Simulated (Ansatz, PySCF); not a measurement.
Species: ethanamine, C₂H₇N, net charge 0, singlet state. 
Geometry from a B3LYP-D3(BJ)/def2-TZVP (Ansatz, a quantum-chemistry and plane-wave program) optimisation:
```
C
H 1 1.0932
H 1 1.0932 2 106.13
N 1 1.4627 2 107.63 3 115.01
H 4 1.0142 1 110.48 2 64.07
H 4 1.0142 5 106.70 1 -120.14
C 1 1.5281 2 109.64 3 -118.33
H 7 1.0931 1 110.87 2 -62.07
H 7 1.0931 8 107.82 1 121.53
H 7 1.0933 8 107.89 9 116.28
```
Charge 0, spin multiplicity 1.

Total electronic energies in hartree. Valence correlation only, unless marked. Spin-orbit coupling is left out. No relativistic terms. Basis-set limits of correlation are two-point, X^-3; Hartree-Fock from the larger set. [CCSD(T)-MP2]/basis is that difference in the basis named.

```tsv
level	program	energy (Eh)
HF/def2-TZVPD	PySCF	-134.30627
HF-D4/def2-TZVPD	PySCF + dftd4	-134.32485
r2SCAN-D4/def2-TZVPD	Ansatz + dftd4	-135.14002
B3LYP/def2-TZVPD	Ansatz	-135.23442
PBE0-D3(BJ)/def2-TZVP	Ansatz + dftd3	-135.06305
PBE0/def2-TZVP	Ansatz	-135.05870
BHLYP-D4/def2-TZVPD	Ansatz + dftd4	(withheld)
r2SCANh/def2-TZVPD	Ansatz	-135.13377
CAM-B3LYP-D4/def2-TZVPD	Ansatz + dftd4	-135.15636
CAM-B3LYP/def2-TZVPD	PySCF	-135.15285
MP2/6-31G	Ansatz	-134.48515
MP2/cc-pVTZ	Ansatz	-134.88250
RI-MP2/aug-cc-pVQZ	Ansatz	-134.93443
RI-MP2/CBS(aug-cc-pVTZ,aug-cc-pVQZ)	Ansatz	-134.9577
RI-MP2/CBS(cc-pVTZ,cc-pVQZ)	Ansatz	-134.9566
SCS-MP2/6-31G*	Ansatz	-134.67364
SCS-MP2/cc-pVTZ	Ansatz	-134.88743
SCS-MP2/cc-pwCVTZ	Ansatz	-134.89562
CCSD(T)/6-31G*	Ansatz	-134.72602
CCSD(T)/cc-pVDZ	Ansatz	-134.78754
CCSD(T)/aug-cc-pVTZ	Ansatz	-134.95129
RI-MP2/CBS(aug-cc-pVTZ,aug-cc-pVQZ)+[CCSD(T)-MP2]/aug-cc-pVTZ	Ansatz	-135.0144
RI-MP2/CBS(cc-pVTZ,cc-pVQZ)+[CCSD(T)-MP2]/cc-pVTZ	Ansatz	-135.0134
```

Fill in the missing entries.


- BHLYP-D4/def2-TZVPD, energy (Eh): -135.14297
